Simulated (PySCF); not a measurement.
C2H2N2O.
Numbering: `[cH:1]1[n:2][cH:3][o:4][n:5]1` (hydrogens: H6 on C1; H7 on C3)

Geometry (PBE0-D3(BJ)/def2-SVP, Å), atoms numbered from 1 in this order:
```
atom  x, y, z in Å
C1    -0.8850   -0.3311    0.4126
N2     0.0669    0.5639    0.8141
C3     0.9160    0.4863   -0.1571
O4     0.5629   -0.3734   -1.1040
N5    -0.6354   -0.9162   -0.7241
H6    -1.7888   -0.5540    0.9801
H7     1.8553    1.0225   -0.2901
```

The closed-shell ground state was solved at several levels (PySCF, density fitting, gas phase, non-relativistic).

```
            level  basis functions  HOMO (eV)  LUMO (eV)  gap (eV)  dipole (D)
    PBE0/pcSseg-1               95      -8.91      -0.99      7.92        1.18
      B3LYP/pcJ-1              155      -8.65      -1.24      7.41        1.18
mPW1PW91/pcSseg-2              208      -8.87      -1.04      7.83        1.18
```

(1) Estimate the row for CAM-B3LYP/def2-SVPD, a basis of 119 functions; the other rows only guide the guess.

(2) Over all these levels, which gives the widest orbital gap and which the narrowest?

(3) How far do the dipole and the HOMO energy spread over the levels?

## Answers

(1) HOMO -10.31 eV, LUMO 0.08 eV, gap 10.39 eV, dipole 1.22 D.

(2) CAM-B3LYP/def2-SVPD (range-separated hybrid) has the widest, 10.39 eV, and B3LYP/pcJ-1 (global hybrid, 20 % exact exchange) the narrowest, 7.41 eV. Functional and basis both differ between the two, so the spread mixes both effects.

(3) The dipole runs from 1.18 to 1.22 D (mean 1.19 D) and the HOMO from -10.31 to -8.65 eV.
